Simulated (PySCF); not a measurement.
Cyclopropene, C₃H₄.
Atom-mapped SMILES: `[CH:1]1=[CH:2][CH2:3]1` (hydrogens: H4 on C1; H5 on C2; H6, H7 on C3)

Geometry (PBE0-D3(BJ)/def2-SVP, Å), atoms numbered from 1 in this order:
```xyz
7
C3H4 angstrom
C     -0.5273    0.6691    0.1296
C     -0.6389   -0.6049   -0.0845
C      0.7636   -0.0732   -0.0492
H     -0.9870    1.6372    0.3110
H     -1.2583   -1.4887   -0.2129
H      1.4056   -0.2754    0.8234
H      1.3342    0.0340   -0.9859
```

Method used: core-valence-separated Tamm–Dancoff BHandHLYP/aug-pcX-1 (pcseg-1 on H) in PySCF, non-relativistic, gas phase, PBE0-D3(BJ)/def2-SVP geometry. Absolute energies from this functional tend to lie a few eV below measured edges; no shift was applied.

The lowest roots of each edge with f over 0.003 (five at most, numbered afresh; weaker and dark ones are left out), with transition dipoles (au) in the frame of the coordinates:

```tsv
root	edge	E (eV)	f	μx	μy	μz
1	C	282.87	0.1190	-0.0051	0.0221	-0.1291
2	C	286.23	0.0046	-0.0255	0.0014	0.0013
3	C	286.23	0.0213	0.0045	0.0542	0.0091
4	C	286.57	0.0265	-0.0052	-0.0604	-0.0101
5	C	286.77	0.0278	0.0024	-0.0106	0.0620
```

Task: Molecules are fixed in this frame and the field points along (1, 0, −1)/√2. What effective strengths 3 f cos²θ do the roots have (θ between field and μ)?

Result: root 1 (C1/C2): 0.160, root 2 (C3): 0.008, root 3 (C1/C2): 0.000, root 4 (C3): 0.000, root 5 (C3): 0.037. Root 1 is the strongest. Averaged over all orientations cos²θ is 1/3, which gives f back. For degenerate partners only the sum has meaning, as the program may mix them freely.

